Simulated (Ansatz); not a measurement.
The input, for Ansatz 0.2.0:

```yaml
crystal:
  periodic: [false, false, false]
  atoms:
    - {symbol: N, position_ang: [0.000000, 0.000000, 0.000000]}
    - {symbol: O, position_ang: [0.000000, 0.000000, 1.139769]}
basis:
  gaussian: {orbitals: cc-pVTZ}
magnetization: {spin_polarized: true, initial_magnetization: 3}
correlation: {method: ccsd_t, electrons: outside_noble_gas}
```

```sh
$ ansatz run in.yaml --threads 1 --pin off --events-out ev --progress --plain --max-ram 4096MiB --backend cpu
```

**Question.** Roughly how long does this take on 1 thread of AMD EPYC 7R13, shared host, and how much host memory?

**Answer.** 7.5 s wall and 0.21 GiB.

```
367 factors; integrals over basis functions are off by at most 1.2e-3 eV
mean field evaluation 1: about -3511.9368 eV, gradient 1.2e1 eV
mean field evaluation 2: about -3511.9464 eV, gradient 1.2e1 eV
mean field evaluation 4: about -3512.9579 eV, gradient 2.4e0 eV
mean field evaluation 8: about -3513.1746 eV, gradient 2.0e-1 eV
mean field evaluation 16: about -3512.9477 eV, gradient 2.4e0 eV
mean field evaluation 32: about -3513.1753 eV, gradient 6.4e-2 eV
mean field evaluation 64: about -3513.1753 eV, gradient 2.1e-2 eV
mean field evaluation 96: about -3513.6674 eV, gradient 1.6e-1 eV
mean field -3513.66630250 eV, -129.1248549683 hartree, gradient 2.4e-6 eV, S^2 3.776741; 7 other end points of the search recorded, 0 dependent functions left out
determinant -3513.66630250 eV, -129.1248549683 hartree, with singles and doubles -3522.56976747 eV, -129.4520512711 hartree
determinant -3513.17533989 eV, -129.1068124253 hartree, with singles and doubles -3522.90058492 eV, -129.4642085879 hartree
determinant -3513.66630250 eV, -129.1248549683 hartree, with singles and doubles -3522.56415176 eV, -129.4518448973 hartree
determinant -3513.17533989 eV, -129.1068124253 hartree, with singles and doubles -3522.91862133 eV, -129.4648714138 hartree
2 core orbitals not correlated: weight in the atoms' cores, before any rotation towards them, 1.000 or more for the frozen orbitals, at most 0.000 for the correlated occupied ones
reference -3513.17533989 eV, -129.1068124253 hartree; 7, 4 occupied and 51, 54 virtual orbitals, 367 factors
second order -9.36653882 eV of doubles, -0.00000000 eV of singles
cycle   1  -9.74328050 eV  change    9.3e-7 eV  update   8.5e-7
perturbative correction -0.38337864 eV, -0.0140889053 hartree
Total energy: -3523.30199904 eV, -129.4789602849 hartree
```

For the same geometry and basis UCCSDT(Q) lies 42.2 meV lower.
